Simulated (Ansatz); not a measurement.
We consider hcp Be, described by PBEsol (plane waves, PAW; Ansatz, an electronic-structure program).

Numerical settings: plane-wave cutoff 500 eV, 30×30×1 k mesh (along the axes of the cell as run), Fermi–Dirac smearing 0.1 eV, scalar-relativistic PAW data made under PBE.

Q: Give the computed surface energy of the (0001) face and work function of the (0001) face.

A: 
surface energy of the (0001) face: 1.96 J/m²
work function of the (0001) face: 5.39 eV

The slab of 8 atoms is relaxed and unreconstructed.

The result took roughly 2.0 core-minutes.
